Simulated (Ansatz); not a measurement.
P₂, singlet: energies of several shapes or isomers

Calculated in Ansatz's Gaussian-basis code. Basis cc-pV(T+d)Z, nonrelativistic, no frozen core; active space CAS(6,6). Restricted Hartree–Fock, then the lowest state-specific CASSCF solution met for each case. On stretched bonds single-reference methods can fail or change state. Unlike active orbitals can shift such differences by tenths of an eV, at times by over 1 eV.

Case A: bond length 4.3539 Å. A bond is stretched, to 2.03 times the sum of the covalent radii.

Case B: bond length 2.6502 Å. A bond is stretched, to 1.24 times the sum of the covalent radii.

Case C: bond length 3.4074 Å. A bond is stretched, to 1.59 times the sum of the covalent radii.

Energy less that of case A, in eV:

```csv
case,RHF/ROHF,CASSCF
B,-3.840,-1.172
C,-1.633,-0.112
```

Question: Give the SC-NEVPT2 energies against case A.

Answer: B: -1.654 eV (-38.1 kcal/mol); C: -0.232 eV (-5.4 kcal/mol).

Question: Which case is lowest, and do the methods agree?

Answer: B is lowest in SC-NEVPT2. Of the methods shown, RHF/ROHF, CASSCF agree.
